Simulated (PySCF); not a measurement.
**[AlH3]− (SMILES [AlH3-]) at UCCSDT/SBKJC (core potential)**

Aim: the energy change on altering one bond length of [AlH3]− at UCCSDT/SBKJC (core potential), from 2 runs. The job is set up through a Python script.

The results are computed with PySCF 2.14.0.

8 further runs of the same task are left out: 8 set aside as unsound or not needed.

### 1 The structure to begin with

[AlH3]−: 4 atoms, total charge -1, spin state doublet. SMILES: `[AlH3-]`. Geometry: a GFN2-xTB relaxation, a rough one for these elements and not checked as a minimum.

Bond lengths: Al1–H2 1.684 Å, Al1–H3 1.685 Å, Al1–H4 1.685 Å. Angles: H2–Al1–H3 101.1°, H2–Al1–H4 101.1°, H3–Al1–H4 101.1°.

### 2 The energy at UCCSDT/SBKJC (core potential)

Contents of job.py:

```python
# [AlH3-]
from pyscf import gto, cc

mol = gto.Mole()
mol.atom = '''
Al    -0.304359     0.860487    -0.580637
H      0.891800     1.424986     2.313856
H     -2.551338    -1.292308     0.095431
H      1.963898    -0.993164    -1.828669
'''
mol.basis = 'sbkjc'
mol.charge = -1
mol.max_memory = 1860
mol.spin = 1
mol.unit = 'bohr'
mol.verbose = 4
mol.ecp = {'Al': 'sbkjc'}
mol.build()

calc0 = mol.UHF()
calc0.conv_tol = 1e-10
calc0.kernel()
if not calc0.converged:
    calc0 = calc0.newton().run(calc0.mo_coeff, calc0.mo_occ)

mycc = cc.CCSDT(calc0)
mycc.kernel()
energy = mycc.e_tot
print('E(%s) = %.9f' % ('CCSDT', energy))
```

Started as:

```bash
$ OMP_NUM_THREADS=1 python job.py
```

What it wrote:

```text
PySCF version 2.14.0

[INPUT] num. atoms = 4
[INPUT] num. electrons = 7
[INPUT] charge = -1
[INPUT] spin (= nelec alpha-beta = 2S) = 1
[INPUT] symmetry False subgroup None
[INPUT] Mole.unit = bohr
[INPUT] Symbol           X                Y                Z      unit          X                Y                Z       unit  Magmom
[INPUT]  1 Al    -0.161059846738   0.455350110693  -0.307259868217 AA   -0.304359000000   0.860487000000  -0.580637000000 Bohr   0.0
[INPUT]  2 H      0.471920236698   0.754070117080   1.224439864551 AA    0.891800000000   1.424986000000   2.313856000000 Bohr   0.0
[INPUT]  3 H     -1.350109926954  -0.683859943090   0.050499910415 AA   -2.551338000000  -1.292308000000   0.095431000000 Bohr   0.0
[INPUT]  4 H      1.039250066171  -0.525559755506  -0.967689961116 AA    1.963898000000  -0.993164000000  -1.828669000000 Bohr   0.0

nuclear repulsion = 3.4372263076177
number of shells = 10
number of NR pGTOs = 25
number of NR cGTOs = 14
basis = sbkjc
ecp = {'Al': 'sbkjc'}

******** <class 'pyscf.scf.uhf.UHF'> ********
method = UHF
initial guess = minao
damping factor = 0
level_shift factor = 0
DIIS = <class 'pyscf.scf.diis.CDIIS'>
diis_start_cycle = 1
diis_space = 8
diis_damp = 0
SCF conv_tol = 1e-10
SCF conv_tol_grad = None
SCF max_cycles = 50
direct_scf = True
direct_scf_tol = 1e-13
number electrons alpha = 4  beta = 3
Set gradient conv threshold to 1e-05
init E= -2.88156217081224
[... the frontier-level lines of each cycle are left out ...]

cycle= 1 E= -3.56622084344492  delta_E= -0.685  |g|= 0.107  |ddm|= 1.31
cycle= 2 E= -3.57881769948056  delta_E= -0.0126  |g|= 0.0249  |ddm|= 0.171
cycle= 3 E= -3.58016219231505  delta_E= -0.00134  |g|= 0.00849  |ddm|= 0.0634
cycle= 4 E= -3.58040966688263  delta_E= -0.000247  |g|= 0.00393  |ddm|= 0.0305
cycle= 5 E= -3.58047909952005  delta_E= -6.94e-05  |g|= 0.00149  |ddm|= 0.0207
cycle= 6 E= -3.58048909752871  delta_E= -1e-05  |g|= 0.000266  |ddm|= 0.00978
cycle= 7 E= -3.58048936259116  delta_E= -2.65e-07  |g|= 4.79e-05  |ddm|= 0.00186
cycle= 8 E= -3.58048936922977  delta_E= -6.64e-09  |g|= 1e-05  |ddm|= 0.00026
cycle= 9 E= -3.5804893694685  delta_E= -2.39e-10  |g|= 2.53e-06  |ddm|= 3.75e-05
cycle= 10 E= -3.580489369485  delta_E= -1.65e-11  |g|= 4.36e-07  |ddm|= 1.14e-05
Extra cycle  E= -3.58048936948541  delta_E= -4.15e-13  |g|= 2.13e-07  |ddm|= 1.28e-06
converged SCF energy = -3.58048936948541  <S^2> = 0.7530918  2S+1 = 2.0030894

******** <class 'pyscf.cc.uccsdt.UCCSDT'> ********
UCCSDT nocc = (np.int64(4), np.int64(3)), nmo = (14, 14)
Allocating only the i<=j<=k part of the T3 amplitude in memory
max_cycle = 50
conv_tol = 1e-07
conv_tol_normt = 1e-06
diis with the T3 amplitude
diis_space = 6
diis_start_cycle = 0
diis_start_energy_diff = 1e+09
einsum_backend: numpy
_make_eris_incore_UCCSDT
blksize_o_aaa     4    blksize_v_aaa    11
blksize_o_aab     4    blksize_v_aab    11

WARN: A large `blksize_v_aaa` is being used, which may cause large memory consumption
      for storing contraction intermediates. If memory is sufficient, consider using
      `pyscf.cc.uccsdt_highm.UCCSDT` instead.

WARN: A large `blksize_v_aab` is being used, which may cause large memory consumption
      for storing contraction intermediates. If memory is sufficient, consider using
      `pyscf.cc.uccsdt_highm.UCCSDT` instead.

Approximate memory usage estimate
    T3 memory                 126 KB
    R3 memory                 126 KB
    ERIs memory               900 KB
    T1-ERIs memory            900 KB
    Intermediates memory      900 KB
    Block workspace           666 KB
Init t2, MP2 energy = -0.041550298840086
Init E_corr(UCCSDT) = -0.0415502988401557
cycle =  1  E_corr(UCCSDT) = -0.053103779861  dE = -1.155348102071e-02  norm(d tamps) = 5.84188970e-02
cycle =  2  E_corr(UCCSDT) = -0.057461341432  dE = -4.357561570893e-03  norm(d tamps) = 2.88605461e-02
cycle =  3  E_corr(UCCSDT) = -0.061379631681  dE = -3.918290248996e-03  norm(d tamps) = 1.58255825e-02
cycle =  4  E_corr(UCCSDT) = -0.061244431104  dE =  1.352005764135e-04  norm(d tamps) = 3.00036453e-03
cycle =  5  E_corr(UCCSDT) = -0.061262604141  dE = -1.817303713601e-05  norm(d tamps) = 1.06963587e-03
cycle =  6  E_corr(UCCSDT) = -0.061276380326  dE = -1.377618460264e-05  norm(d tamps) = 5.35491538e-04
cycle =  7  E_corr(UCCSDT) = -0.061276269332  dE =  1.109938957272e-07  norm(d tamps) = 1.87232275e-04
cycle =  8  E_corr(UCCSDT) = -0.061277946971  dE = -1.677639279968e-06  norm(d tamps) = 5.37502902e-05
cycle =  9  E_corr(UCCSDT) = -0.061278455748  dE = -5.087767630391e-07  norm(d tamps) = 2.22645036e-05
cycle = 10  E_corr(UCCSDT) = -0.061277852861  dE =  6.028872742841e-07  norm(d tamps) = 6.82195178e-06
cycle = 11  E_corr(UCCSDT) = -0.061277578779  dE =  2.740819867522e-07  norm(d tamps) = 2.23703944e-06
cycle = 12  E_corr(UCCSDT) = -0.061277560523  dE =  1.825555379087e-08  norm(d tamps) = 8.68142077e-07
UCCSDT converged
E(UCCSDT) = -3.641766930008818   E_corr = -0.06127756052340781
E_corr(same-spin) = -0.00325145339613942
E_corr(oppo-spin) = -0.0580261071272684
E(CCSDT) = -3.641766930
```

It took 1.6 s on 1 thread of Arm Neoverse V1, shared host; peak memory 0.12 GiB.

### 3 The distorted shape

Contents of input.py:

```python
from pyscf import gto, cc

mol = gto.M(
    atom='''
Al   0.433478   1.024968  -0.486144
H    1.066458   1.323688   1.045556
H   -1.350110  -0.683860   0.050500
H    1.633788   0.044058  -1.146574
''',
    basis='sbkjc',
    spin=1,
    charge=-1,
    ecp={'Al': 'sbkjc'},
    max_memory=1860,
    verbose=3,
)

mf = mol.UHF()
mf.conv_tol = 1e-10
mf.kernel()
if not mf.converged:
    mf = mf.newton().run(mf.mo_coeff, mf.mo_occ)

mycc = cc.CCSDT(mf)
mycc.kernel()
etot = mycc.e_tot
print(f'total energy: {etot:.8f} hartree')
```

Started as:

```bash
$ OMP_NUM_THREADS=1 python input.py
```

What it wrote:

```text
SCF not converged.
SCF energy = -3.53184839032324 after 50 cycles  <S^2> = 0.75560884  2S+1 = 2.005601
converged SCF energy = -3.53189181559551  <S^2> = 0.78385461  2S+1 = 2.0335728
_make_eris_incore_UCCSDT

WARN: A large `blksize_v_aaa` is being used, which may cause large memory consumption
      for storing contraction intermediates. If memory is sufficient, consider using
      `pyscf.cc.uccsdt_highm.UCCSDT` instead.

WARN: A large `blksize_v_aab` is being used, which may cause large memory consumption
      for storing contraction intermediates. If memory is sufficient, consider using
      `pyscf.cc.uccsdt_highm.UCCSDT` instead.

UCCSDT converged
E(UCCSDT) = -3.603321331232904   E_corr = -0.07142951563739287
E_corr(same-spin) = -0.00305481001388841
E_corr(oppo-spin) = -0.0683747056235045
total energy: -3.60332133 hartree
```

Wall time 2 s (1 thread of Arm Neoverse V1, shared host); peak memory 0.12 GiB.

### 4 Outcome

At UCCSDT/SBKJC (core potential):

| quantity | value |
| --- | --- |
| first shape: total energy | -3.64177 Eh |
| first shape: HOMO energy (Hartree–Fock orbitals) (highest over α and β) | -1.53 eV |
| first shape: LUMO energy (Hartree–Fock orbitals) (lowest over α and β) | 6.27 eV |
| first shape: correlation energy | -61.3 mEh |
| first shape: ⟨S²⟩ of the reference determinant | 0.753 |
| first shape: T1 diagnostic | 0.015 |
| distorted shape: total energy | -3.60332 Eh |
| distorted shape: HOMO energy (Hartree–Fock orbitals) (highest over α and β) | -1.81 eV |
| distorted shape: LUMO energy (Hartree–Fock orbitals) (lowest over α and β) | 5.68 eV |
| distorted shape: correlation energy | -71.4 mEh |
| distorted shape: ⟨S²⟩ of the reference determinant | 0.784 |
| distorted shape: T1 diagnostic | 0.039 |
| energy change with the Al1–H3 bond stretched from 1.685 to 2.528 Å | 1.046 eV |

With the Al1–H3 bond stretched from 1.685 to 2.528 Å the energy rises by 1.05 eV (101 kJ/mol). The first shape isn't relaxed at this level, so the change isn't measured from a minimum. Mulliken charges (first shape) of the mean-field density run from -0.30 on H3 to -0.09 on Al1; they depend strongly on the basis.
